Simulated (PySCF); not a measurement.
Method: PBE-D3(BJ)/def2-TZVP // PBE0-D4/def2-TZVP run with PySCF. Gas-phase values, no solvent. Excitations are Tamm–Dancoff values on a coarser integration grid. The basis has no diffuse functions, so Rydberg states are missing or too high.

Reference species (SMILES): `c1ccsc1` (neutral, multiplicity 1).

The dipole moment is 0.43 D and the T1 excitation (TDA) comes out as 3.93 eV.

Changed species: `c1cscn1` (1 ring CH replaced by N; the reference has parent ring).

Task: What does the change do to the dipole moment and T1 excitation (TDA)?

Result: the dipole moment rises by 1.11 D, to 1.54 D; the T1 excitation (TDA) increases by 0.03 eV, to 3.96 eV.
